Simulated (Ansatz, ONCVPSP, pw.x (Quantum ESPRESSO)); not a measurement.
## From atom to crystal: ONCV potential for lead (Pb)

* Element: Pb (Z = 82)
* Generator: ONCVPSP 4.0.1.1 (patched build)
* Type: optimised norm-conserving Vanderbilt (ONCV)
* Functional: PBE
* Relativity: scalar-relativistic
* Frozen core: [Kr] 4d10 4f14
* Valence charge: 22
* Reference configuration: 5s2 5p6 5d10 6s2 6p2
* Partial waves: 5s+6s: rc 1.25 bohr, ncon 4, nbas 7, qcut 9.6 1/bohr, 2 projectors; 5p+6p: rc 1.55 bohr, ncon 4, nbas 7, qcut 9.6 1/bohr, 3 projectors, debl 3.2 Ha; 5d: rc 1.50 bohr, ncon 3, nbas 7, qcut 9.6 1/bohr, 2 projectors, debl 0.9 Ha
* Local potential: polynomial inside 1.10 bohr (lpopt 5, dvloc0 1 Ha)
* Core correction: Teter function, fcfact 3.5, rcfact 1.3

Atomic tests: cutoffs needed: 37 Ha and 43 Ha (the cutoffs (Ha) at which the residual kinetic energy of the hardest occupied pseudo-wave falls to 1 and 0.1 mHa per electron); ghost test: no bound ghost flagged; GHOST(+) flagged for s at 309.6 eV; largest excitation error: -23 meV (all-electron minus pseudo) for 5s2 5p6 5d10 6s1 6p0, out of 4 test configurations.

Crystal test: fcc Pb in pw.x 7.5, no spin, 11³ k-points, Fermi–Dirac smearing 0.01 Ry, cutoffs 100/400 Ry. The lattice is a test structure that the element need not adopt, and mesh and smearing are coarse.

pw.x input:

```
&control
  calculation='scf', prefix='x', pseudo_dir='./', outdir='./tmp', tstress=.true., disk_io='none'
/
&system
  ibrav=0, nat=1, ntyp=1, ecutwfc=100, ecutrho=400, nbnd=20,
  occupations='smearing', smearing='fd', degauss=0.01
/
&electrons
  conv_thr=1e-09, mixing_beta=0.4, electron_maxstep=70
/
ATOMIC_SPECIES
Pb 1.0 Pb.UPF
CELL_PARAMETERS angstrom
  0.00000000 2.52044567 2.52044567
  2.52044567 0.00000000 2.52044567
  2.52044567 2.52044567 0.00000000
ATOMIC_POSITIONS crystal
Pb 0.0000 0.0000 0.0000
K_POINTS automatic
11 11 11 0 0 0
```

```bash
pw.x < Pb.scf.in > Pb.scf.out
```

Question: How does the run end?

Answer: It converges; the pressure is -0.12 GPa against -0.05 GPa from all-electron LAPW.  The log shows:

```
     number of electrons       =        22.00
     number of Kohn-Sham states=           20
     kinetic-energy cutoff     =     100.0000  Ry
     charge density cutoff     =     400.0000  Ry
     scf convergence threshold =      1.0E-09
     Exchange-correlation= PBE
     number of k points=    56  Fermi-Dirac smearing, width (Ry)=  0.0100
     iteration #  1     ecut=   100.00 Ry     beta= 0.40
     total energy              =    -402.82935571 Ry
     estimated scf accuracy    <       0.00236213 Ry
     iteration #  2     ecut=   100.00 Ry     beta= 0.40
     total energy              =    -402.82952577 Ry
     estimated scf accuracy    <       0.00033092 Ry
     iteration #  3     ecut=   100.00 Ry     beta= 0.40
     total energy              =    -402.82955153 Ry
     estimated scf accuracy    <       0.00004971 Ry
     iteration #  4     ecut=   100.00 Ry     beta= 0.40
     total energy              =    -402.82955465 Ry
     estimated scf accuracy    <       0.00000077 Ry
     iteration #  5     ecut=   100.00 Ry     beta= 0.40
     total energy              =    -402.82955491 Ry
     estimated scf accuracy    <       0.00000015 Ry
     iteration #  6     ecut=   100.00 Ry     beta= 0.40
     total energy              =    -402.82955493 Ry
     estimated scf accuracy    <          1.4E-09 Ry
     iteration #  7     ecut=   100.00 Ry     beta= 0.40
     the Fermi energy is    12.6002 ev
!    total energy              =    -402.82955493 Ry
     estimated scf accuracy    <          8.0E-10 Ry
     smearing contrib. (-TS)   =      -0.00232446 Ry
     The total energy is F=E-TS. E is the sum of the following terms:
     one-electron contribution =    -235.38459297 Ry
     hartree contribution      =     114.96113526 Ry
     xc contribution           =     -49.45231422 Ry
     ewald contribution        =    -232.95145854 Ry
     convergence has been achieved in   7 iterations
          total   stress  (Ry/bohr**3)                   (kbar)     P=       -1.19
     Message from routine punch:
     Nothing written, as per user request (disk_io='none')
```
